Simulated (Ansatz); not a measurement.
One change: `C=C1SC1C` becomes `C=C1CS1`.

Ansatz, PBE0-D4/def2-TZVP geometries, multiplicity 1. 

```
                                                                                  property  `C=C1SC1C`
                                          size of the dipole moment (B3LYP/def2-TZVPP) / D        1.61
                                                     HOMO energy (ωB97M-V/def2-TZVPP) / eV       -8.55
                                                        LUMO energy (PBE0/def2-TZVPP) / eV       -0.06
                                            size of the dipole moment (PBE/def2-TZVPP) / D        1.57
ideal-gas entropy at 298 K and 1 bar (rigid rotor, harmonic PBE0-D4/def2-TZVP) / J/(mol·K)         313
                                                        HOMO energy (PBE0/def2-TZVPP) / eV       -6.44
```

Task: What does the change do to each property? (Best estimate.)

Result: Computed: 
```json
{"property": "size of the dipole moment (B3LYP/def2-TZVPP) / D", "`C=C1CS1`": "1.32", "shift": "-0.29"}
{"property": "HOMO energy (ωB97M-V/def2-TZVPP) / eV", "`C=C1CS1`": "-8.64", "shift": "-0.09"}
{"property": "LUMO energy (PBE0/def2-TZVPP) / eV", "`C=C1CS1`": "-0.17", "shift": "-0.11"}
{"property": "size of the dipole moment (PBE/def2-TZVPP) / D", "`C=C1CS1`": "1.26", "shift": "-0.31"}
{"property": "ideal-gas entropy at 298 K and 1 bar (rigid rotor, harmonic PBE0-D4/def2-TZVP) / J/(mol·K)", "`C=C1CS1`": "282", "shift": "-31"}
{"property": "HOMO energy (PBE0/def2-TZVPP) / eV", "`C=C1CS1`": "-6.53", "shift": "-0.09"}
```

The zero-point energy changes by -73.9 kJ/mol with -9 modes. Dipoles are sizes alone; their direction can turn.

B3LYP here is the variant with VWN-RPA as its local correlation; programs differ in this.
